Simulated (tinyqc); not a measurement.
Worked calculation: ROHF in the sto-3g basis, for LiH, spin multiplicity 3. This run ends on a higher stationary point, not on the lowest solution. One step of it, computed by the program tinyqc.

Problem. Iteration 3: Roothaan effective Fock matrix. With projectors Pc = D(beta) S, Po = (D(alpha) - D(beta)) S, Pv = 1 - D(alpha) S, the block xy is Px^T F Py; with Fc = (F(alpha) + F(beta))/2, the blocks are Fc for cc, oo, vv and cv, F(beta) for co and F(alpha) for ov.

F(alpha) (hartree), lower triangle:
```
            1Li 1s     1Li 2s    1Li 2px   1Li 2py    1Li 2pz      2H 1s
1Li 1s   -2.333871
1Li 2s   -0.649627  -0.208670
1Li 2px   0.000000   0.000000  -0.093912
1Li 2py   0.000000   0.000000  -0.014936  0.166720
1Li 2pz   0.000712  -0.106293   0.000000  0.000000   0.023970
2H 1s    -0.085796  -0.258651   0.000000  0.000000  -0.314284  -0.499669
```

F(beta) (hartree), lower triangle:
```
            1Li 1s     1Li 2s   1Li 2px   1Li 2py    1Li 2pz     2H 1s
1Li 1s   -2.321555
1Li 2s   -0.635729  -0.074507
1Li 2px   0.000000   0.000000  0.225561
1Li 2py   0.000000   0.000000  0.001921  0.192042
1Li 2pz   0.000421  -0.011769  0.000000  0.000000   0.171368
2H 1s    -0.084013  -0.059243  0.000000  0.000000  -0.036766  0.195425
```

D(alpha) after iteration 2, lower triangle:
```
            1Li 1s    1Li 2s   1Li 2px   1Li 2py   1Li 2pz     2H 1s
1Li 1s    0.988149
1Li 2s    0.021596  0.033455
1Li 2px   0.000000  0.000000  0.996748
1Li 2py   0.000000  0.000000  0.056933  0.003252
1Li 2pz  -0.012491  0.031198  0.000000  0.000000  0.030187
2H 1s    -0.073000  0.152080  0.000000  0.000000  0.147555  0.721400
```

D(beta) after iteration 2, lower triangle:
```
            1Li 1s     1Li 2s   1Li 2px   1Li 2py    1Li 2pz     2H 1s
1Li 1s    0.981740
1Li 2s    0.035948   0.001316
1Li 2px   0.000000   0.000000  0.000000
1Li 2py   0.000000   0.000000  0.000000  0.000000
1Li 2pz   0.001417   0.000052  0.000000  0.000000   0.000002
2H 1s    -0.005007  -0.000183  0.000000  0.000000  -0.000007  0.000026
```

overlap S, lower triangle:
```
           1Li 1s    1Li 2s   1Li 2px   1Li 2py   1Li 2pz     2H 1s
1Li 1s   1.000000
1Li 2s   0.241137  1.000000
1Li 2px  0.000000  0.000000  1.000000
1Li 2py  0.000000  0.000000  0.000000  1.000000
1Li 2pz  0.000000  0.000000  0.000000  0.000000  1.000000
2H 1s    0.030152  0.307421  0.000000  0.000000  0.431332  1.000000
```

Give: effective F.

Solution.

effective F (hartree), lower triangle:
```
         1Li 1s  1Li 2s  1Li 2px  1Li 2py  1Li 2pz   2H 1s
1Li 1s   -2.328
1Li 2s   -0.642  -0.111
1Li 2px   0.000   0.000    0.066
1Li 2py   0.000   0.000   -0.007    0.179
1Li 2pz   0.001  -0.023    0.000    0.000    0.139
2H 1s    -0.082  -0.130    0.000    0.000   -0.146  -0.182
```
